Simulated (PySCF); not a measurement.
## Charge on either side of a bond

1-pentene, C₅H₁₀.
Atom-mapped SMILES: `[CH2:1]=[CH:2][CH2:3][CH2:4][CH3:5]` (hydrogens: H6, H7 on C1; H8 on C2; H9, H10 on C3; H11, H12 on C4; H13, H14, H15 on C5)

Structure used (GFN2-xTB), in Å, numbered top down from 1:
```xyz
15
C5H10 angstrom
C      2.453    0.907    0.289
C      1.622   -0.053   -0.067
C      0.272   -0.274    0.536
C     -0.839   -0.116   -0.506
C     -2.215   -0.348    0.102
H      2.205    1.608    1.069
H      3.416    1.034   -0.176
H      1.892   -0.743   -0.857
H      0.110    0.433    1.352
H      0.224   -1.287    0.949
H     -0.790    0.891   -0.929
H     -0.674   -0.825   -1.321
H     -2.403    0.363    0.903
H     -2.992   -0.230   -0.650
H     -2.286   -1.353    0.514
```

Atomic charges (e) from the PBE0/pcSseg-1 density (PySCF):

| atom | Mulliken | IAO | Hirshfeld | ESP-fitted |
| --- | --- | --- | --- | --- |
| C1 | -0.1518 | -0.3287 | -0.1117 | -0.4804 |
| C2 | -0.2302 | -0.1253 | -0.0354 | -0.1689 |
| C3 | -0.1922 | -0.2571 | -0.0671 | -0.0301 |
| C4 | -0.2903 | -0.2434 | -0.0637 | +0.2167 |
| C5 | -0.2616 | -0.4169 | -0.1171 | -0.3569 |
| H6 | +0.1055 | +0.1412 | +0.0413 | +0.1981 |
| H7 | +0.1120 | +0.1487 | +0.0428 | +0.1892 |
| H8 | +0.1018 | +0.1385 | +0.0432 | +0.1409 |
| H9 | +0.1123 | +0.1309 | +0.0400 | +0.0538 |
| H10 | +0.1267 | +0.1375 | +0.0402 | +0.0434 |
| H11 | +0.1224 | +0.1337 | +0.0344 | -0.0177 |
| H12 | +0.1159 | +0.1285 | +0.0360 | -0.0301 |
| H13 | +0.1074 | +0.1360 | +0.0387 | +0.0774 |
| H14 | +0.1157 | +0.1413 | +0.0404 | +0.0872 |
| H15 | +0.1064 | +0.1353 | +0.0382 | +0.0774 |

Question: Cut each of the bonds C1–C2, C2–C3, C4–C3 and C5–C4 in turn and sum the charges on the side of the atom named first.

Answer: In e; the other side holds the opposite charge:

```csv
bond cut,piece,atoms,Mulliken,IAO,Hirshfeld,ESP-fitted
C1–C2,CH2,3,+0.066,-0.039,-0.028,-0.093
C2–C3,C2H3,5,-0.063,-0.026,-0.020,-0.121
C4–C3,C2H5,7,+0.016,+0.015,+0.007,+0.054
C5–C4,CH3,4,+0.068,-0.004,0.000,-0.115
```

Extremes among these pieces. Mulliken: lowest C2H3 at C2, highest CH3 at C5; IAO: lowest CH2 at C1, highest C2H5 at C4; Hirshfeld: lowest CH2 at C1, highest C2H5 at C4; ESP-fitted: lowest C2H3 at C2, highest C2H5 at C4.

Question: Do the schemes agree better on the pieces than on the single atoms at the cuts?

Answer: The spread between schemes averages 0.122 e for the pieces and 0.343 e for the atoms named first; it is smaller for the piece at 4 of the 4 cuts. On average they agree better on the pieces. The sign differs between schemes (beyond ±0.03 e) for CH2 at C1 and CH3 at C5.

Isolated species at its GFN2-xTB geometry (one conformer only).
